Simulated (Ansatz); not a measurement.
```yaml
crystal:
  periodic: [false, false, false]
  atoms:
    - {symbol: C, position_ang: [-0.673726, 0.222443, -0.959997]}
    - {symbol: Al, position_ang: [0.183033, 1.038786, 1.129852]}
    - {symbol: Si, position_ang: [0.621930, -0.890068, 0.290866]}
    - {symbol: H, position_ang: [-1.633077, 0.237393, -0.670941]}
    - {symbol: H, position_ang: [-0.134268, 0.654207, -1.834552]}
    - {symbol: H, position_ang: [0.160887, 2.609340, 1.895166]}
    - {symbol: H, position_ang: [1.760079, -1.395714, -0.301303]}
    - {symbol: H, position_ang: [-0.204347, -2.172136, 0.279226]}
basis:
  gaussian: {orbitals: cc-pVTZ-DK}
hamiltonian: {xc: {name: PBE0}, dispersion: d2}
scf: {lower_state_search: full}
output: {forces: true}
```

```sh
$ ansatz run in.yaml --threads 2 --pin off --events-out ev --progress --plain --max-ram 4352MiB
```

Task: How does Ansatz answer? (An estimate is asked.)

Result: Ansatz gave: The program refused the input.
```
Error: YAML parse error: error: line 14 column 45: hamiltonian.dispersion: `d2` is not `none`, `rvv10`, `d3bj`, `d3bjatm`, `d4` or a map `{method: …, s8: …, a1: …, a2_bohr: …}` (numbers without units, a2 in bohr) or `{method: …, functional: …}`
12 | basis:
13 |   gaussian: {orbitals: cc-pVTZ-DK}
14 | hamiltonian: {xc: {name: PBE0}, dispersion: d2}
15 | scf: {lower_state_search: full}
16 | output: {forces: true}
```
